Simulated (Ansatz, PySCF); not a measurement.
Dimer: C2H2 (SMILES C#C) (first 4 atoms) with H2O (SMILES O); geometry from S66by8 set.
(charge 0, multiplicity 1):
```xyz
7

C     -1.1076     0.0464     0.0364
H     -0.0417     0.0161     0.0118
C     -2.3195     0.0802     0.0637
H     -3.3800     0.1105     0.0883
O      2.4109    -0.0781    -0.0618
H      2.9813    -0.6678     0.4353
H      2.9829     0.2729    -0.7471
```

Monomers are frozen at their geometry in the pair; levels with a basis set take the counterpoise correction.

Frozen-core correlation. CBS: X⁻³ extrapolation of the correlation energy, Hartree–Fock from the larger set.

The values were computed with Ansatz (Gaussian orbitals); PySCF for the dispersion terms. 

PBE/def2-TZVPPD gives -103.5 meV for the interaction energy.

### Question
Where do these levels fall relative to PBE: PBE-D3(BJ)/def2-TZVPPD, r2SCAN/def2-TZVPPD, B3LYP/def2-TZVPPD, wB97M-V/def2-TZVPPD, MP2/CBS(aug-cc-pVDZ, aug-cc-pVTZ), MP2/CBS(aug-cc-pVDZ, aug-cc-pVTZ) + ΔCCSD(T)/aug-cc-pVDZ.

### Answer
PBE-D3(BJ)/def2-TZVPPD -13.4; r2SCAN/def2-TZVPPD 1.2; B3LYP/def2-TZVPPD 11.0; wB97M-V/def2-TZVPPD -7.8; MP2/CBS(aug-cc-pVDZ, aug-cc-pVTZ) -8.1; MP2/CBS(aug-cc-pVDZ, aug-cc-pVTZ) + ΔCCSD(T)/aug-cc-pVDZ -7.9 meV. 2 of 6 lie above PBE; the widest gap is to PBE-D3(BJ)/def2-TZVPPD. Against computed benchmark interaction energy, Řezáč et al., J. Chem. Theory Comput. 7, 2427 (2011), S66x8, -112.7 meV, PBE differs by 9.3 meV.

Ansatz is a quantum-chemistry and plane-wave program.
